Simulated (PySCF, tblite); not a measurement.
**C2H4Se, a complex of two parts: NMR shifts, interaction energy, infrared bands, spin-spin couplings, core binding energies and electronic excitations**

The task here is to estimate one member of a computed series from the others.

Programs: tblite 0.8.0 and PySCF 2.14.0. All values are calculated, for the isolated system unless a continuum is named. Atoms count from 0, parts from 1.

### Starting point

7 atoms, charge 0, multiplicity 1; geometry: rigid parts in contact. Parts: 1 = atoms 0–3, `C#C`, charge 0; 2 = atoms 4–6, `[SeH2]`, charge 0.

Set-up of the first run:

Job settings and geometry (Å):

```
{"job": {"kind": "dock", "xc": "GFN2-xTB", "basis": "xTB"}, "charge": 0, "multiplicity": 1, "parts": [{"atoms": "0-3", "charge": 0, "multiplicity": 1}, {"atoms": "4-6", "charge": 0, "multiplicity": 1}]}
C      0.570860     0.174217    -0.005755
C     -0.570952    -0.173914     0.005662
H      1.574936     0.480216    -0.015421
H     -1.574844    -0.480518     0.015513
Se    -3.410419     1.088158    -2.021186
H     -2.596400     0.314117    -1.124000
H     -2.887570     2.317132    -1.489403
```

Level: GFN2-xTB search for minima from random contacts, gas phase.

Run with:

```console
> OMP_NUM_THREADS=1 python cluster_run.py task.json out
```

The driver reads the jobs from task.json and runs them one after another.

Steps of the session up to this table: Docking the parts with GFN2-xTB; Relaxing the molecule at PBE0-D3(BJ)/def2-TZVPD; Shielding tensors: PBE0/pcSseg-2; Coupled-cluster interaction energy: CCSD(T) and MP2.

One of the session's tables, all rows but one given; the rest of the session is left out.

It belongs to the step «Coupled-cluster interaction energy: CCSD(T) and MP2». 

```
                 method  interaction energy (kcal/mol)
         HF/aug-cc-pVDZ                              ?
        MP2/aug-cc-pVDZ                          -1.29
       CCSD/aug-cc-pVDZ                          -0.70
    CCSD(T)/aug-cc-pVDZ                          -0.94
         HF/aug-cc-pVQZ                           0.52
        MP2/aug-cc-pVQZ                          -1.77
    SCS-MP2/aug-cc-pVQZ                          -1.21
      MP2, extrapolated                          -1.86
CCSD(T), limit estimate                          -1.50
```

Q: Estimate the row for HF/aug-cc-pVDZ from the others.

As computed: interaction energy (kcal/mol): 0.49. In the column «interaction energy (kcal/mol)» it lies between CCSD/aug-cc-pVDZ (-0.70) and HF/aug-cc-pVQZ (0.52).
